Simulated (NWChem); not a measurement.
# NO cation

```xyz
2

N      0.0000     0.0000    -0.5733
O      0.0000     0.0000     0.5031
```
Atoms are numbered in this order, from 1.

All runs use the structure optimised with PBE-D3(BJ)/def2-SVP.

### Question
List the 6 lowest vertical singlet excitations from PBE0/6-31+G* (spherical d), full TDDFT (NWChem).

### Answer
```csv
state,energy (eV),oscillator strength,leading excitation (squared amplitude)
S1,9.70,0.014,HOMO → LUMO (0.98)
S2,9.70,0.014,HOMO → LUMO+1 (0.98)
S3,10.08,0.000,HOMO−2 → LUMO+1 (0.50)
S4,10.77,0.000,HOMO−2 → LUMO+1 (0.50)
S5,10.77,0.000,HOMO−2 → LUMO (0.50)
S6,15.88,0.150,HOMO−3 → LUMO (0.97)
```
